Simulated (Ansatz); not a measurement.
Geometry optimisation, RKS PBE-D4/6-31G (Ansatz).

Input file:

```yaml
crystal:
  periodic: [false, false, false]
  atoms:
    - { symbol: Al, position_ang: [-1.2559, 0.6679, -1.2399] }
    - { symbol: Si, position_ang: [0.7021, 0.1982, -0.1277] }
    - { symbol: P, position_ang: [0.3915, -1.629, 1.0584] }
    - { symbol: H, position_ang: [-1.8581, -0.3264, -2.2817] }
    - { symbol: H, position_ang: [-2.0368, 2.0972, -0.9971] }
    - { symbol: H, position_ang: [1.0678, 1.3321, 0.759] }
    - { symbol: H, position_ang: [1.8057, -0.0132, -1.1046] }
    - { symbol: H, position_ang: [1.15929, -2.47478, 0.0573] }
    - { symbol: H, position_ang: [-0.91238, -1.94407, 0.43896] }
basis:
  gaussian: { orbitals: "6-31G" }
hamiltonian:
  xc: pbe
  dispersion: d4
relax:
  f_tol: 0.015
  max_steps: 40
```

Command:

```bash
$ ansatz run input.yaml --threads 1 --pin off --max-ram 2048MiB --backend cpu --events-out ev --progress --plain --runs-dir out
```

**Question.** Where does it end, and by what steps?

**Answer.** It converged. The force dipped under the threshold on the way, but the program's further checks kept it going. Limits of this set-up: no polarisation functions. After 20 steps the energy has fallen by 0.519 eV; H9 moved furthest, 1.12 Å.

```tsv
step	energy less start (eV)	largest force component (eV/Å)	accepted
0	0.0000	2.285	yes
1	-0.4127	0.689	yes
2	-0.4401	0.203	yes
3	-0.4498	0.062	yes
4	-0.4507	0.133	yes
5	-0.4550	0.070	yes
6	-0.4687	0.058	yes
7	-0.4660	0.515	no
8	-0.4768	0.054	yes
9	-0.4839	0.119	yes
10	-0.4873	0.282	yes
11	-0.4815	0.652	no
12	-0.4993	0.125	yes
13	-0.5063	0.057	yes
14	-0.5118	0.151	yes
15	-0.5139	0.187	yes
16	-0.5142	0.231	yes
17	-0.5170	0.091	yes
18	-0.5186	0.008	yes
19	-0.5188	0.009	yes
20	-0.5188	0.012	yes
```

```xyz
9
Properties=species:S:1:pos:R:3
Al -1.235 0.652 -1.449
Si 0.861 0.309 -0.232
P 0.647 -1.787 0.874
H -1.421 -0.008 -2.919
H -2.498 1.344 -0.705
H 1.169 1.290 0.882
H 2.116 0.170 -1.072
H 0.103 -2.524 -0.272
H -0.677 -1.538 1.455
```

Whether the end is a true minimum wasn't checked by a vibrational analysis.

Time of the run: 110 s on 1 thread of Intel(R) Xeon(R) Processor @ 2.50GHz (Skylake/Cascade Lake), with other jobs on the host, peak memory 0.14 GiB.
